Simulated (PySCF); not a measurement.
## `[CH]=N` (CH2N•): removing and adding an electron

Parent: `[CH]=N` (CH2N•, doublet). Non-hydrogen atoms are numbered in `[CH:1]=[NH:2]`.

Energies: ωB97X-D3(BJ)/ma-def2-TZVP (PySCF, density fitting, integration grid level 2) on PBE0-D3(BJ)/ma-def2-SVP structures. Zero-point and thermal terms (298.15 K, 1 bar) come from unscaled PBE0-D3(BJ)/ma-def2-SVP harmonic frequencies, with soft modes damped to free rotors in the entropy.

Frontier levels of the parent: HOMO -8.51 eV, LUMO 0.22 eV.

Oxidation to the singlet cation:
* Vertical ionisation energy (electronic): 9.04 eV
* Adiabatic ionisation energy (with zero-point energy): 7.03 eV
* Adiabatic, electronic part: 6.94 eV
* Vertical gap at the product's structure: 5.30 eV
* Inner reorganisation energy (four-point): 3744 meV
* Relaxation of product / of parent: 2101 / 1643 meV
* Largest changes of atomic charge: C1 0.37, N2 0.31, H (on C1) 0.17, H (on N2) 0.15
* Distances that move most (Å): C1–N2 1.223 → 1.138; C1–H 1.108 → 1.096; N2–H 1.029 → 1.023

Vertical ionisation energy to the triplet cation: 12.23 eV. This state was not relaxed.

Reduction to the singlet anion:
- Vertical electron affinity (electronic): -0.24 eV
- Adiabatic electron affinity (with zero-point energy): 0.43 eV
- Adiabatic, electronic part: 0.40 eV
- Vertical gap at the product's structure: 0.98 eV
- Largest changes of atomic charge: C1 -0.48, N2 -0.22, H (on C1) -0.17, H (on N2) -0.13
- Distances that move most (Å): C1–N2 1.223 → 1.305; C1–H 1.108 → 1.159; N2–H 1.029 → 1.041

Vertical electron affinity to the triplet anion: -1.49 eV. The extra electron is not bound at this structure, the number hangs on the basis, and the ion was not relaxed.

Known limits: a negative vertical affinity means that the electron isn't bound at that structure, so the value and what is derived from it hang on the basis.

Hardware: 1 thread of Arm Neoverse V1, shared with other jobs. Command: `OMP_NUM_THREADS=1 python redox_run.py task.json out`. Structures, frequencies and single points: 36 s.
